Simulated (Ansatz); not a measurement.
**Several solutions for triplet Si2**

```xyz
2

Si    0.0000    0.0000    0.0000
Si    0.0000    0.0000    3.1500
```

Basis set: def2-SVP (spherical functions). Charge 0, multiplicity 3.

UHF was run from several starts with Ansatz (development build ahead of 0.2.0).

```tsv
run	program	start	converged	energy (hartree)	<S²>
A	Ansatz	search for the lowest state	yes	-577.51153	3.00
B	Ansatz	atomic start, no search	yes	-577.46363	2.01
C	Ansatz	stability test followed	yes	-577.50610	2.67
```

Q: Which runs reached the lowest solution of this kind, and what is wrong with the others?

A: A reached the lowest solution found. Converged but too high: B by 1.30 eV, C by 0.15 eV. Convergence only shows a stationary point, and even a stable one can lie too high; stability tests and further starts are what find lower ones. Caution: the unrestricted determinant is a mixture of spin states.
